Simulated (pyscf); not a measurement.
Structures and frequencies: ωB97X-D3(BJ)/def2-SVP in PySCF.

H₂N–SiH₂–NH–SiH₂–NH–SiH₃ + hydrogen (H₂) → H₂N–SiH₂–NH–SiH₂–NH₂ + silane (SiH₄)
Surface: singlet. Broken: N–Si, H–H. Formed: H–N, H–Si. Give ΔE‡ and ΔE from ωB97M-D3(BJ)/def2-TZVP, relative to the separated reactants.

ΔE‡ = 47.9 kcal/mol, ΔE = +7.9 kcal/mol. Zero-point energy shifts the barrier by +3.3 kcal/mol. It is a four-centre exchange, with an imaginary mode of 1447i cm⁻¹. On the product side the descent ends in a complex, 4.2 kcal/mol under the separated species and 42.8 kcal/mol under the saddle at ωB97X-D3(BJ)/def2-TZVP. At the saddle there is also a short H–Si contact that neither side keeps. This is the saddle that the search found; another between the same sides may lie lower.
